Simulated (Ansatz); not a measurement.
**1T (CdI2-type) PtSe2**

All values below come from PBEsol (PAW; Ansatz, a first-principles code).

Numerical settings: plane-wave cutoff 500 eV, 12×12×8 k mesh (along the axes of the cell as run), gaussian smearing 0.02 eV, scalar-relativistic PAW data made under PBE.

Cell: relaxed at this level.

| Quantity | Result |
|---|---|
| volume per atom | 19.84 Å³/atom |
| lattice constant a | 3.760 Å |
| lattice parameter c | 4.860 Å |
| band gap | none |

Measured, for comparison: band gap 0 eV (temperature not stated, not corrected to a static lattice, semimetal, ARPES; as tabulated in Two-dimensional noble-metal chalcogenides and phosphochalcogenides, Angew. …); lattice constant a 3.727 Å (temperature not stated, not corrected to a static lattice; as tabulated in Björkman (2014), arXiv:1406.2436); lattice parameter c 5.074 Å (temperature not stated, zero-point anharmonic expansion removed (computed with revB86b-DF2); no thermal correction; as tabulated in Björkman (2014), arXiv:1406.2436). Computed (rounded) less measured: lattice constant a +0.9 %, lattice parameter c -4.2 %.

Note: the cell comes from a level without a dispersion term, which matters for the spacing of layers, chains or molecules.

Spin–orbit coupling is not included.

Static lattice: no zero-point or thermal effects.
